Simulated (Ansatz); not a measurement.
2H MoS₂: LDA at its full settings (plane-wave cutoff 520 eV, 12×12×4 k mesh (along the axes of the cell as run), Fermi–Dirac smearing 0.01 eV, no spin polarisation, scalar-relativistic PAW data made under PBE) and at cheaper ones, in a cell of 6 atoms with Γ-centred meshes.

```csv
level and setting,lattice constant a (Å),lattice parameter c (Å),bulk modulus (GPa),band gap (eV)
LDA (Ansatz),3.122,12.077,42.9,0.71
LDA (250 eV cutoff) (Ansatz),3.119,12.110,42.6,0.73
LDA (Γ point alone) (Ansatz),3.392,14.280,14.8,0.00
LDA (4×4×4 k mesh) (Ansatz),3.118,12.085,44.1,0.72
```

Largest shifts from the full settings: lattice constant a +8.65 % (LDA (Γ point alone)), against a difference of -1.20 % of the full result from the reference 3.16 Å (measured, 300 K, no zero-point or thermal correction; as tabulated in arXiv:1605.07067); lattice parameter c +18.2 % (LDA (Γ point alone)), against a difference of -1.77 % of the full result from the reference 12.294 Å (measured, 300 K, not corrected to a static lattice; as tabulated in arXiv:1605.07067); bulk modulus -66 % (LDA (Γ point alone)), against a difference of -19.7 % of the full result from the reference 53.4 ± 1 GPa (measured, room temperature, no zero-point or thermal correction; as tabulated in Equation of State Measurement of Molybdenum Disulfide, J. Phys. Chem. Solids 67 …); band gap -0.71 eV (LDA (Γ point alone)), against a difference of -0.52 eV of the full result from the reference 1.23 eV (measured, room temperature, no zero-point or thermal correction, bulk 2H, our sources range from 1.23 to 1.29; as tabulated in Bastos et al. (2019), arXiv:1903.08112).

The full settings aren't shown to be converged themselves.

Each row is at its own relaxed cell, so a gap follows the cell too.

Band edges were searched off the SCF mesh.

Spin–orbit coupling is included only where a level's name says +SOC; with heavier elements it mostly lowers gaps and can invert bands. A gap of zero means that the bands touch or overlap. Density-functional gaps are differences of (generalised) Kohn–Sham levels.

Caveats: LDA has no dispersion term either, though it tends to give short spacings of layers, chains or molecules (LDA, LDA (250 eV cutoff), LDA (Γ point alone), LDA (4×4×4 k mesh)); for a layered or molecular solid the relaxed cell lies over 5 % above the published volume, where the minimum can be shallow (LDA (Γ point alone)). Ansatz's density-functional and Hartree–Fock values are scalar-relativistic unless marked +SOC, with PAW data made under PBE.

Run with cheap settings on purpose, which may leave them unconverged: LDA (250 eV cutoff), LDA (4×4×4 k mesh), LDA (Γ point alone).

Ansatz is a quantum-chemistry and plane-wave program.
